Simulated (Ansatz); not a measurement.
**One arrangement of a pair**

The pair of SO2 (SMILES O=S=O, atoms 1–3) and PH3 (SMILES P, atoms 4–7), both closed shells, in one local arrangement (a lower one may exist), relaxed at PBE0-D4/def2-TZVP:

```xyz
7
angstrom
O 0.9876 -0.9190 -2.2147
S -0.4082 -0.6509 -2.0275
O -0.8925 0.6612 -2.3419
P -0.0948 -0.0171 1.1720
H -0.9985 0.6215 2.0569
H 0.8362 1.0504 1.1664
H 0.5703 -0.7461 2.1887
```

Ansatz 0.2.0; basis: def2-TZVPPD, with def2-QZVPPD for the basis limit; cores frozen in the correlated methods. Extrapolation: Hartree–Fock as exp(−7.88 √X), correlation as X^−2.97. Interaction energies count from these two fragments, frozen as in the pair, with the counterpoise correction; negative means bound.

Question: What is the interaction energy by CCSD(T) at an estimated basis limit (MP2 extrapolated from triple and quadruple zeta, plus CCSD(T) − MP2 in triple zeta)? (Judge from chemistry; the value comes from the calculation.)

Answer: The calculation gives: -7.7 kJ/mol. Hartree–Fock alone gives 0.5 kJ/mol at the basis limit, so without correlation the pair would not bind at this distance. Plain CCSD(T) in triple zeta gives -4.7 kJ/mol; the step to the limit is large here, so the limit is uncertain. It counts from the two fragments frozen as in the pair.

Question: Which atoms make the shortest contact between the fragments?

Answer: S2 and P4, 3.28 Å apart.

Basis-set superposition shift (counterpoise-corrected less uncorrected): CCSD(T) 1.8; MP2 1.8; HF 0.3; PBE0-D4 0.3; wB97M-V 0.4 kJ/mol.

The T1 diagnostic stays at or below 0.022. The restricted Hartree–Fock reference is unstable towards an unrestricted one at one or more of these structures.

For scale, one of the runs: CCSD(T)/def2-TZVPPD, 230 basis functions, launched by `ansatz run in.yaml --threads 4 --pin off --events-out ev --progress --plain --max-ram 9574MiB`. Time: 52 s of wall clock on 4 CPU threads of an Intel Xeon Platinum 8259CL; the host was shared. Peak host memory: 3.8 GiB.
